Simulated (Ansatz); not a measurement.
# SiS+ (doublet): the correlation ladder, def2-QZVPP

The task here is to estimate one member of a computed series from the others.

Program: Ansatz 0.2.0, Gaussian basis. Level of theory: def2-QZVPP, core rule «outside noble gas», up to 10 orbitals frozen. These are calculated values, not measurements.

The runs, in order: UHF; ROHF; CCSD(T) on UHF.

### The geometry

The geometry is a PBE0/def2-TZVP stationary point (not a proven minimum).

2 atoms, charge 1, spin multiplicity 2.

Atoms are counted from 1 here; the program's logs count them from 0.

Bond lengths: Si1–S2 2.071 Å.

The first run:

The input, in.yaml:

```yaml
crystal:
  periodic: [false, false, false]
  atoms:
    - {symbol: Si, position_ang: [0.000000, 0.000000, 0.000000]}
    - {symbol: S, position_ang: [0.000000, 0.000000, 2.071200]}
basis:
  gaussian: {orbitals: "def2-QZVPP.json"}
total_charge: 1
magnetization: {spin_polarized: true, initial_magnetization: 1}
hamiltonian: {xc: hf}
output: {orbitals: {seedname: orbitals}}
```

Run with:

```console
ansatz run in.yaml --threads 1 --pin off --events-out ev --progress --plain --max-ram 2393MiB
```

Among the steps run: UHF; ROHF; CCSD(T) on UHF.

One table of the session follows, with a row left open; its other results are not shown here.

It belongs to the step «Misses and costs». 

| method | from UCCSD(T) (meV) |
| --- | --- |
| ROHF | +7462.7 |
| UHF | ? |
| UMP2 | +1194.3 |
| UCCSD | +377.5 |
| UCCSD(T) | 0 |

Q: Estimate the row for UHF from the others.

**Answer.** from UCCSD(T) (meV): +7324.4. In the column «from UCCSD(T) (meV)» it lies between UMP2 (+1194.3) and ROHF (+7462.7).
